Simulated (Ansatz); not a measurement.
# CH2LiS radical (SMILES [Li][CH]S): one structure at several levels

The atoms stand at a structure displaced at random from a GFN2-xTB minimum. How far do the functionals agree with CCSD(T) there?

Computed with Ansatz 0.2.0, Gaussian basis. Level: single points in def2-TZVPP.

Correlated methods freeze the cores. The outer core shell of Li, Na, Mg and K is correlated. Orbitals are unrestricted.

## Step 1: Where the work starts

SMILES `[Li][CH]S`, 5 atoms, charge 0, spin multiplicity 2.

Atoms are counted from 1 here; the program's logs count them from 0.

Bond lengths: Li1–C2 1.964 Å, C2–S3 1.974 Å, C2–H4 1.060 Å, S3–H5 1.425 Å. Angles: Li1–C2–S3 110.0°, Li1–C2–H4 145.1°, S3–C2–H4 102.7°, C2–S3–H5 99.0°.

Coordinates:

```xyz
5

Li   -1.78780   -1.35150   -0.36310
C    -0.34980   -0.28080    0.43790
S     0.51210    0.83200   -0.94560
H     0.32040   -0.19700    1.25460
H     1.47030    1.50000   -0.12870
```

## Step 2: CCSD(T)/def2-TZVPP

Contents of run/in.yaml:

```yaml
crystal:
  periodic: [false, false, false]
  atoms:
    - {symbol: Li, position_ang: [-1.787800, -1.351500, -0.363100]}
    - {symbol: C, position_ang: [-0.349800, -0.280800, 0.437900]}
    - {symbol: S, position_ang: [0.512100, 0.832000, -0.945600]}
    - {symbol: H, position_ang: [0.320400, -0.197000, 1.254600]}
    - {symbol: H, position_ang: [1.470300, 1.500000, -0.128700]}
basis:
  gaussian: {orbitals: def2-TZVPP}
magnetization: {spin_polarized: true, initial_magnetization: 1}
correlation: {method: ccsd_t}
scf: {omitted_lower_state_checks: [cluster_reference]}
output: {forces: true}
```

The command line of these runs was not kept.

## Step 3: PBE0-D4/def2-TZVPP

run/in.yaml, as its differences from that of step 2:

```diff
@@ -11,4 +11,3 @@
 magnetization: {spin_polarized: true, initial_magnetization: 1}
-correlation: {method: ccsd_t}
-scf: {omitted_lower_state_checks: [cluster_reference]}
-output: {forces: true}
+hamiltonian: {xc: pbe0, dispersion: d4}
+output: {forces: true, orbitals: {seedname: orbitals}}
```

## Step 4: wB97M-V/def2-TZVPP

run/in.yaml, as its differences from that of step 3:

```diff
@@ -11,3 +11,3 @@
 magnetization: {spin_polarized: true, initial_magnetization: 1}
-hamiltonian: {xc: pbe0, dispersion: d4}
-output: {forces: true, orbitals: {seedname: orbitals}}
+hamiltonian: {xc: {name: wB97M-V}}
+output: {forces: true}
```

## Step 5: r2SCAN-D4/def2-TZVPP

run/in.yaml, as its differences from that of step 4:

```diff
@@ -11,3 +11,3 @@
 magnetization: {spin_polarized: true, initial_magnetization: 1}
-hamiltonian: {xc: {name: wB97M-V}}
+hamiltonian: {xc: r2scan, dispersion: d4}
 output: {forces: true}
```

## Step 6: PBE-D4/def2-TZVPP

run/in.yaml, as its differences from that of step 5:

```diff
@@ -11,3 +11,3 @@
 magnetization: {spin_polarized: true, initial_magnetization: 1}
-hamiltonian: {xc: r2scan, dispersion: d4}
+hamiltonian: {xc: pbe, dispersion: d4}
 output: {forces: true}
```

## Step 7: SPW92/def2-TZVPP

run/in.yaml, as its differences from that of step 6:

```diff
@@ -11,3 +11,3 @@
 magnetization: {spin_polarized: true, initial_magnetization: 1}
-hamiltonian: {xc: pbe, dispersion: d4}
+hamiltonian: {xc: lda}
 output: {forces: true}
```

## Step 8: wB97X-V/def2-TZVPP

run/in.yaml, as its differences from that of step 7:

```diff
@@ -11,3 +11,3 @@
 magnetization: {spin_polarized: true, initial_magnetization: 1}
-hamiltonian: {xc: lda}
+hamiltonian: {xc: {name: wB97X-V}}
 output: {forces: true}
```

(Steps that only read results are left out.)

Q: Predict the outcome of this session. Wanted: energy less free atoms, CCSD(T)/def2-TZVPP; RMS force component; RMS force error; HOMO and LUMO, PBE0-D4; T1 diagnostic.

**Answer**, as computed:

| quantity | value |
| --- | --- |
| energy less free atoms, CCSD(T)/def2-TZVPP | -303.0 kcal/mol |
| RMS force component | 1.127 to 1.284 eV/Å over the methods |
| RMS force error | PBE0-D4 0.108, wB97M-V 0.094, r2SCAN-D4 0.051, PBE-D4 0.182, SPW92 0.305, wB97X-V 0.130 eV/Å |
| HOMO and LUMO, PBE0-D4 | -4.27 and -1.24 eV |
| T1 diagnostic | 0.020 |

Against CCSD(T) the functionals' energies less atoms differ by -63.3 to -11.3 kcal/mol, PBE-D4 by -22.3 kcal/mol. CCSD(T) in triple zeta still lacks some correlation energy of the bonds, so part of these gaps is its own basis error and they don't rank the functionals. On forces the order runs from r2SCAN-D4 to SPW92. Frozen-core CCSD(T) forces in triple zeta carry basis errors of their own, and this is one geometry, so small gaps rank nothing.
